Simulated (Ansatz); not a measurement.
Reaction (hydrogenolysis of a C–S bond): `OC/C=C(/S)Cl` + H₂ → `OC/C=C/Cl` + H₂S

Calculated with Ansatz (gas phase, PBE0-D4/def2-TZVP geometries, no zero-point term in ΔE). CCSD(T)/CBS is the MP2 limit (def2-TZVPP, def2-QZVPP) plus CCSD(T) − MP2 in def2-TZVPP, frozen cores. This one scheme is used for every species. Double bonds are as drawn, so ΔE can hold a change between cis and trans. Functionals use def2-TZVPP. B3LYP here is the variant with VWN-RPA as its local correlation; programs differ in this. One conformer a species, not always the lowest.

(1) Is it downhill or uphill in electronic energy at CCSD(T)/CBS, and by how much? (Best estimate.)

(2) What do these levels give: B3LYP-D4, PBE, HF/def2-TZVPP, SCS-MP2/def2-TZVPP, CCSD(T)/def2-TZVPP, SCS-MP2/def2-QZVPP? (Best estimate.)

Largest T1 diagnostic among the species: 0.011.

Answers

(1) Computed: Downhill: ΔE = -0.73 eV.

(2) The calculation gave: B3LYP-D4 -0.72, PBE -0.71, HF/def2-TZVPP -1.11, SCS-MP2/def2-TZVPP -0.74, CCSD(T)/def2-TZVPP -0.78, SCS-MP2/def2-QZVPP -0.72 eV.

From PBE to PBE0 (25 % exact exchange), in def2-TZVPP and without D4, ΔE moves by −0.08 eV. In def2-TZVPP, CCSD(T) changes the Hartree–Fock value by +0.33 eV (the triples alone add +0.09 eV) and MP2 by +0.45 eV.
